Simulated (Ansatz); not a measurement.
Candidates: bcc Na, fcc Cu, fcc Au, diamond-structure Ge, bcc Ta, bcc K. Level: r²SCAN0 in Ansatz (PAW).

Ansatz's runs of these crystals have no spin polarisation.

Spin–orbit coupling is left out, also for the solids with elements from indium on (fcc Au, bcc Ta); its size isn't shown.

Ansatz's density-functional and Hartree–Fock values are scalar-relativistic unless marked +SOC, with PAW data made under PBE.

Q: Order them by their lattice parameter a at this level, smallest first.

A: bcc Ta (3.306 Å), fcc Cu (3.597 Å), fcc Au (4.114 Å), bcc Na (4.240 Å), bcc K (5.367 Å), diamond-structure Ge (5.638 Å)

Ansatz is an electronic-structure program.
